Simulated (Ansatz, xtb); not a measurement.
# Two isomers of C2H4F2O

We compare I, `O[C@H](F)CF`, a singlet, with II, `COC(F)F`, a singlet. Both are isolated molecules in the gas phase, relaxed with BLYP-D3(BJ)/def2-SVP; the shapes shown needn't be the lowest conformers.

I (Å):

```
atom    x (Å)    y (Å)    z (Å)
   C  -1.4320  -1.1951  -0.7202
   C  -0.1145  -1.6294  -1.3740
   F  -1.1673  -0.8908   0.6293
   F   0.6518  -0.4816  -1.6271
   O  -1.9918  -0.1129  -1.3729
   H  -1.2511   0.5021  -1.5687
   H  -2.1730  -2.0240  -0.7291
   H   0.4553  -2.3066  -0.7056
   H  -0.3195  -2.1354  -2.3416
```

II (Å):

```xyz
9

C    -1.0700   -0.0998    0.6109
C    -0.3426   -1.4873   -1.1500
F    -0.4880   -2.6866   -0.4751
F    -0.5727   -1.7200   -2.4646
O    -1.2673   -0.5700   -0.7291
H    -1.1898   -0.9209    1.3482
H    -0.0599    0.3533    0.7364
H    -1.8376    0.6733    0.7923
H     0.7151   -1.1548   -1.0031
```

Energies in hartree; the thermal terms are from BLYP-D3(BJ)/def2-SVP harmonic frequencies (ideal gas, rigid rotor, one conformer each, 298.15 K, 1 atm) and include the zero-point energy:

```
                              I           II
E, CCSD(T)/def2-SVP  −352.396458  −352.399066
    E, MP2/def2-SVP  −352.344892  −352.347384
  E, MP2/def2-TZVPP  −353.024136  −353.022786
  zero-point energy     0.063884     0.063064
       H(298 K) − E     0.069965     0.069406
       G(298 K) − E     0.035424     0.034186
```

Correct the CCSD(T) difference for the basis set by the MP2 change, then work out ΔE, ΔE₀, ΔH and ΔG for I → II in kJ/mol (1 Eh = 2625.50 kJ/mol) and the equilibrium ratio [II]/[I].

1. Differences II − I: CCSD(T) −0.002608, MP2 in the small set −0.002492, MP2 in the large set +0.001350 Eh.
2. ΔE = −0.002608 + (+0.001350 − (−0.002492)) = +0.001234 Eh = +3.24 kJ/mol.
3. ΔE₀ = ΔE + ΔZPE = +0.001234 + (−0.000820) Eh = +1.09 kJ/mol.
4. ΔH = ΔE + (−0.000559) Eh = +1.77 kJ/mol.
5. ΔG = ΔE + (−0.001238) Eh = −0.01 kJ/mol, so ΔS = (ΔH − ΔG)/T = +6.0 J/(mol K).
6. kT = 0.9442 mEh, so K = [II]/[I] = exp(−ΔG/kT) = exp(0.00) ≈ 1.

The two are too close for this level to say which is favoured. An error of 4 kJ/mol in ΔG would change K by a factor of 5. Mirror images and further conformers aren't counted.

As drawn, II has 1 C–O, 1 C–H in place of 1 C–C, 1 O–H.

Other levels gave ΔE = −8.7 (GFN2-xTB); −47.2 (HF/STO-3G, GFN2-xTB geometries); −11.5 (r2SCAN-D4/def2-SVP, GFN2-xTB geometries); −8.8 (BLYP-D3(BJ)/def2-SVP); −11.9 (HF/def2-SVP); −6.5 (MP2/def2-SVP); −6.8 (CCSD(T)/def2-SVP) kJ/mol. The correlated steps freeze 5 core orbitals. Programs: Ansatz 0.2.0, xtb 6.7.1.
